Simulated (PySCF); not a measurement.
Species: CH₃F.
SMILES with atom numbers: `[CH3:1][F:2]` (hydrogens: H3, H4, H5 on C1)

A GFN2-xTB structure was refined with PySCF, PBE0-D3(BJ)/def2-SVP geometry optimisation, gas phase. Its GFN2-xTB values:

```json
{"coordinate": "C1–F2", "GFN2-xTB": "1.338 Å"}
{"coordinate": "C1–H3", "GFN2-xTB": "1.083 Å"}
{"coordinate": "F2–C1–H3", "GFN2-xTB": "111.1°"}
{"coordinate": "H3–C1–H4", "GFN2-xTB": "109.4°"}
```

Question: How do these coordinates change at the PBE0-D3(BJ)/def2-SVP level?

Answer: 
```tsv
coordinate	PBE0-D3(BJ)/def2-SVP (Å or °)	change
C1–F2	1.363	+0.025
C1–H3	1.103	+0.020
F2–C1–H3	110.0	-1.1
H3–C1–H4	108.9	-0.5
```

The energy falls by 4.4 kJ/mol over 5 energy and gradient evaluations, the largest force component goes from 0.0261 to 3.3e-04 Eh/bohr, and the atoms move by 0.025 Å rms after alignment. The bond that changes most is C1–F2 (sp3 C–F carbon to alkyl fluorine), which lengthens by 0.025 Å. Bonds longer at the end by more than 0.005 Å: 2 of 4; shorter: 1. Rotational constants go from 154701, 27197, 27144 to 155805, 26128, 26128 MHz.

The run used 43 basis functions and 27 SCF cycles in all. The run took 1.2 s of wall time on AMD EPYC 9R45, one thread, no GPU, shared host with 96 logical CPUs at a one-minute load of 30, and the process peaked at 0.25 GiB of memory.

Whether it is a minimum is left open (no frequencies).
